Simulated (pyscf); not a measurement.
PySCF, gas phase, ωB97X-D3(BJ)/def2-SVP geometries.

Q: For the elementary gas-phase step HO–SiH₂–OH + amino radical (NH₂•) -> H₂N–SiH(OH)–OH + H atom (H•) (doublet surface; H–Si broken, N–Si formed), what barrier and reaction energy does ωB97M-D3(BJ)/def2-TZVP give, measured from the separated reactants?

A: ΔE‡ = -10.5 kJ/mol, ΔE = -78.7 kJ/mol. Zero-point energy shifts the barrier by +13.1 kJ/mol. It is a substitution at Si, with an imaginary mode of 216i cm⁻¹. On the reactant side the descent ends in a complex, 31.9 kJ/mol under the separated species and 20.9 kJ/mol under the saddle at ωB97X-D3(BJ)/def2-TZVP. At ωB97M-D3(BJ) the saddle lies under the separated reactants, which points to a path from their complex (located at ωB97X-D3(BJ) alone). This is the saddle that the search found; another between the same sides may lie lower. The angle at the attacked Si is 63° (front-side attack).
